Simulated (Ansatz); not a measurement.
# Cs (Cs, bcc): the cost of one run

Program: Ansatz 0.2.0. Level of theory: DFT BLYP, plane waves (420 eV) with PAW, scalar-relativistic; PAW files made under PBE, frozen cores solved again for the functional. These are calculated values, not measurements.

## (1) Starting point

Symmetry: Im-3m, No. 229, cubic system. Conventional cell: a = 6.045 Å, b = 6.045 Å, c = 6.045 Å, α = 90.00°, β = 90.00°, γ = 90.00°.

Structure file:

```
CELL_PARAMETERS angstrom
-3.02250 3.02250 3.02250
3.02250 -3.02250 3.02250
3.02250 3.02250 -3.02250
ATOMIC_POSITIONS crystal
Cs 0.00000 0.00000 0.00000
```

## (2) Relaxation of the cell

Input file input.yaml:

```yaml
crystal:
  lattice:
    - [-3.0225, 3.0225, 3.0225]
    - [3.0225, -3.0225, 3.0225]
    - [3.0225, 3.0225, -3.0225]
  atoms:
    - { symbol: Cs, position: [0.0, 0.0, 0.0] }
hamiltonian:
  xc: blyp
  pseudopotentials:
    kind: paw
    azcp:
      Cs: "pseudopotentials/Cs.paw.azcp"
basis:
  ecutwfc: 420
  fft_grid_basis: typed
kpoints:
  mp_grid: { grid: [8, 8, 8], shift: [0, 0, 0] }
magnetization:
  spin_polarized: false
scf:
  occupations: { method: fermi_dirac, width: 0.1 }
relax:
  max_steps: 60
  f_tol: 0.01
  cell: {}
```

Q: Estimate wall time and peak memory on 1 thread of an x86-64 CPU, shared host.

About 13 s, with a peak of 0.59 GiB.
